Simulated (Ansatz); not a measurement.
# Lattice constant a of some fcc solids

Method: PBE (Ansatz, a first-principles code, PAW). References are measured values corrected to a static lattice. The table is a random draw of 6 from 12 solids with such references.

Values in Å.

| solid | reference | PBE | error (%) |
|---|---|---|---|
| fcc Ca | 5.553¶ | 5.526 | -0.49 |
| fcc Pt | 3.913 | ? | ? |
| fcc Pd | 3.876 | 3.943 | +1.73 |
| fcc Pb | 4.902¶ | 5.040 | +2.82 |
| fcc Ag | 4.062 | 4.147 | +2.09 |
| fcc Au | 4.062 | 4.158 | +2.36 |

Question: Estimate the withheld PBE value.

Answer: The errors of the other rows run from -0.49 % to +2.82 %, with a median of +2.09 %; carried to the reference 3.913 it gives 3.995 Å. The run gives 3.970 Å (+1.46 %), -0.63 % from the estimate; the row was drawn at random, and such an estimate is rough. Over these 6 solids the mean error is +1.66 %, the mean absolute error 1.82 % (median 1.91 %), and the worst case fcc Pb at +2.82 %; the value is too high in 5 of 6 cases. Over all 12, from unrounded values, the mean error is +1.13 % and the mean absolute error 1.25 % (median 0.99 %).

All these references are brought to a static lattice.

Spin–orbit coupling is left out, also for the solids with elements from indium on (fcc Pt, fcc Pb, fcc Au); its size isn't shown.

¶ marks references of a special kind: fcc Ca, 5.553 Å (measured, low-temperature or extrapolated to 0 K; zero-point anharmonic expansion removed; as tabulated in Csonka et al. (2009), arXiv:0903.4037); fcc Pb, 4.902 Å (measured, low-temperature or extrapolated to 0 K; zero-point anharmonic expansion removed, our sources range from 4.902 to 4.912; as tabulated in Csonka et al. (2009), arXiv:0903.4037).

Differences are worked out from the printed values.

Ansatz's density-functional and Hartree–Fock values are scalar-relativistic unless marked +SOC, with PAW data made under PBE.

Ansatz's runs of these crystals have no spin polarisation.

Of the class's solids with a reference value and a result at some level, none was set aside. At least 1 more with a reference value is held back for tests. Solids without a released value at any level aren't counted. Layered and molecular crystals are counted apart. The metals Ce to Yb are counted apart.

References as tabulated in Mejia-Rodriguez and Trickey (2018), arXiv:1807.09216; Csonka et al. (2009), arXiv:0903.4037.
